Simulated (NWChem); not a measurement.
**Correlation energy of H2N**

```xyz
3

N      0.0000     0.0000    -0.1494
H      0.8027     0.0000     0.5229
H     -0.8027     0.0000     0.5229
```
Charge 0, spin multiplicity 2.

Program: NWChem. All single points use one geometry, from UPBE/def2-SVP, a minimum by its harmonic frequencies.

Basis set: def2-TZVP. Each correlation energy counts from its own Hartree-Fock reference.

```csv
method,correlation energy (mHa)
UMP2,-178.9
CCSD(T) on ROHF,-207.8
CCSD[T] on UHF,-202.8
CCSD[T] on ROHF,-207.9
CCSD on UHF,-197.4
SCS-UMP2,-180.7
CCSD(T) on UHF,-202.7
CCSD on ROHF,-202.2
```

The values span 28.9 mHa, from CCSD[T] on ROHF (lowest) to UMP2 (highest). 

The correlated methods keep 1 core orbital frozen. The structure started from a generated list of species. The unpaired electrons of the parent sit in orbitals of symmetry b2 (C2v labels of the run); other states weren't searched. The stability of the SCF solutions was not checked. Open-shell Hartree-Fock references start from PBE0 orbitals. Coupled-cluster values serve here as a point of comparison, not as the truth.
